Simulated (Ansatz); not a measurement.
The parent structure is Pd in the fcc (Cu type) structure (space group Fm-3m, No. 225; a = 3.9426 Å).

Levels (all Ansatz, a program for electronic structure, PAW, earlier PAW set): PBE (420 eV, spin-orbit coupling left out); PBEsol (420 eV, without spin-orbit coupling).

Levels that relaxed their own cell: PBE and PBEsol.

```tsv
level	lattice parameter a
PBE	3.943 Å
PBEsol	3.876 Å
```

Measured: lattice parameter a 3.876 Å (static lattice; corrected from measurement; as listed in Daniel Mejia-Rodriguez, S. B. Trickey, Phys. Rev. B (2018)).

Computed minus measured — lattice parameter a: PBE +1.7 %, PBEsol -0.0 % (closest: PBEsol).

No phonon test of stability was made. The final runs are not spin-polarised. Pd lies near a magnetic instability that expansion can trigger; it was not tested.
